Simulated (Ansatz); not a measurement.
Elements on the sites of an ideal fluorite lattice, at a guessed lattice constant:

```yaml
crystal:
  lattice:
    - [-4.75260, 4.75260, 0.00000]
    - [-4.75260, 0.00000, 4.75260]
    - [0.00000, 4.75260, 4.75260]
  atoms:
    - { symbol: O, position: [0.87500, 0.87500, 0.37500] }
    - { symbol: O, position: [0.37500, 0.87500, 0.37500] }
    - { symbol: O, position: [0.87500, 0.37500, 0.37500] }
    - { symbol: O, position: [0.87500, 0.87500, 0.87500] }
    - { symbol: O, position: [0.37500, 0.37500, 0.37500] }
    - { symbol: O, position: [0.37500, 0.87500, 0.87500] }
    - { symbol: O, position: [0.87500, 0.37500, 0.87500] }
    - { symbol: O, position: [0.37500, 0.37500, 0.87500] }
    - { symbol: O, position: [0.62500, 0.62500, 0.12500] }
    - { symbol: O, position: [0.12500, 0.62500, 0.12500] }
    - { symbol: O, position: [0.62500, 0.12500, 0.12500] }
    - { symbol: O, position: [0.62500, 0.62500, 0.62500] }
    - { symbol: O, position: [0.12500, 0.12500, 0.12500] }
    - { symbol: O, position: [0.12500, 0.62500, 0.62500] }
    - { symbol: O, position: [0.62500, 0.12500, 0.62500] }
    - { symbol: O, position: [0.12500, 0.12500, 0.62500] }
    - { symbol: Al, position: [0.50000, 0.00000, 0.50000] }
    - { symbol: Sn, position: [0.50000, 0.00000, 0.00000] }
    - { symbol: Sn, position: [0.00000, 0.50000, 0.00000] }
    - { symbol: Ta, position: [0.00000, 0.00000, 0.50000] }
    - { symbol: Ta, position: [0.00000, 0.50000, 0.50000] }
    - { symbol: Ta, position: [0.50000, 0.50000, 0.50000] }
    - { symbol: Bi, position: [0.00000, 0.00000, 0.00000] }
    - { symbol: Bi, position: [0.50000, 0.50000, 0.00000] }
```

Cell and atoms were relaxed without symmetry on coarser meshes and computed once more. All numbers below come from DFT PBE, scalar-relativistic, plane waves, PAW in Ansatz.

Cutoff 420 eV; k points 4×4×4 on the computed 24-atom cell (Γ-centred); Gaussian smearing, width 0.02 eV; no spin polarisation.

The relaxation ran on 2×2×2 (shifted) and then 3×3×3 k points with a smearing of 0.1 eV, from sites shaken by 0.02 Å.

**Question.** What does the relaxation give?

**Answer.** A volume of 11.74 Å³/atom and a gap on the mesh of 2.84 eV. It lies 2.15 eV/atom below the elements' standard states (static lattices, no corrections for gases). The atoms leave their sites by 0.53 Å (root mean square) and 0.90 Å at most, and the cell stretches by up to 3.4 % at fixed volume, so the lattice hasn't survived.

```xyz
24
Lattice="-5.0586 5.0640 0.0922 -5.2995 -0.1487 5.3129 0.0400 5.1962 5.2042" Properties=species:S:1:pos:R:3 pbc="T T T"
O    -8.9955    6.0660    7.2668
O    -6.1462    4.3551    7.0591
O    -5.9324    5.8475    3.4612
O    -8.9548    8.8002    8.8314
O    -3.6401    4.3395    4.1133
O    -6.8795    6.1884    8.9899
O    -6.7455    9.0235    6.6482
O    -3.8678    5.9094    6.7145
O    -6.5223    3.7488    4.4378
O    -3.5887    1.2905    4.2291
O    -3.4195    3.6861    1.3854
O    -6.4380    6.5712    5.9800
O    -1.1925    1.7733    1.1738
O    -4.3215    3.2665    6.1191
O    -4.3072    6.8979    4.5230
O    -1.4853    3.3691    3.7476
Al   -2.4526    4.8949    2.6825
Sn   -7.8410    7.5452   10.3963
Sn   -7.6572    4.9808    2.9356
Ta   -5.2780    2.4605    7.8981
Ta   -2.6880    2.8030    5.1788
Ta   -5.1711    5.0633    5.3048
Bi  -10.1594    5.0175    5.6939
Bi   -5.3347    7.3808    7.8121
```

Spin-orbit coupling is left out, which matters for the bands of heavy elements.

Cost: 2 runs of about 14 core-minutes in all (earlier runs that led there not counted), on Intel Xeon Platinum 8259CL (Skylake/Cascade Lake) (shared hosts).